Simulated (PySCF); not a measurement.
# HF/6-31G run of ClF (chlorine monofluoride)

What is the vertical singlet–triplet gap of ClF (chlorine monofluoride) at HF/6-31G? 

Program for the calculation: PySCF 2.14.0.

### 1 Starting point

The species is ClF (2 atoms), meant as a singlet with charge 0. As SMILES, `FCl`. The coordinates come from a GFN2-xTB relaxation.

Bond lengths: F1–Cl2 1.682 Å.

### 2 A single-point energy at HF/6-31G

run.py reads:

```python
from pyscf import gto, scf

mol = gto.Mole()
mol.atom = '''
F      0.000000     0.000000     0.000000
Cl     0.000000     0.000000     3.178992
'''
mol.verbose = 3
mol.max_memory = 1860
mol.unit = 'bohr'
mol.basis = '6-31g'
mol.charge = 0
mol.build()

myscf = scf.RHF(mol)
myscf.conv_tol = 1e-10
myscf.kernel()
if not myscf.converged:
    myscf = myscf.newton().run(myscf.mo_coeff, myscf.mo_occ)

energy = myscf.e_tot
print('Final energy', energy)
```

On the command line:

```sh
OMP_NUM_THREADS=1 python run.py
```

The log of the run:

```text
converged SCF energy = -558.778866929805
Final energy -558.7788669298047
```

It took 0.66 s on 1 thread of Arm Neoverse V1, shared host; peak memory 0.099 GiB.

### 3 The triplet, same level

mol.xyz reads:

```xyz
2

F      0.000000     0.000000     0.000000
Cl     0.000000     0.000000     1.682250
```

job.py reads:

```python
from pyscf import gto, scf

system = gto.M(
    atom='mol.xyz',
    basis='6-31g',
    spin=2,
    verbose=3,
    max_memory=1860,
)

myscf = scf.UHF(system)
myscf.conv_tol = 1e-10
myscf.kernel()
if not myscf.converged:
    myscf = myscf.newton().run(myscf.mo_coeff, myscf.mo_occ)

e_tot = myscf.e_tot
print('Final energy', e_tot)
```

On the command line:

```sh
OMP_NUM_THREADS=1 python job.py
```

The log of the run:

```text
WARN: HOMO -0.167192161478342 >= LUMO -0.401376234823651

converged SCF energy = -558.681768091019  <S^2> = 2.0088758  2S+1 = 3.0059114
Final energy -558.6817680910189
```

Run time: 0.68 s. Hardware: 1 thread of Arm Neoverse V1, shared host; peak memory 0.099 GiB.

### 4 What came out

At HF/6-31G:

```
                                        quantity          value
                           singlet: total energy  -558.77887 Eh
                          singlet: dipole moment         1.57 D
                            singlet: HOMO energy      -13.73 eV
                            singlet: LUMO energy        1.19 eV
                          singlet: HOMO–LUMO gap       14.91 eV
                           triplet: total energy  -558.68177 Eh
                          triplet: dipole moment         1.85 D
     triplet: HOMO energy (highest over α and β)      -11.07 eV
      triplet: LUMO energy (lowest over α and β)       -1.60 eV
                                   triplet: ⟨S²⟩          2.009
vertical energy of the triplet above the singlet       2.642 eV
```

At this shape the triplet lies 2.64 eV (255 kJ/mol) above the singlet.
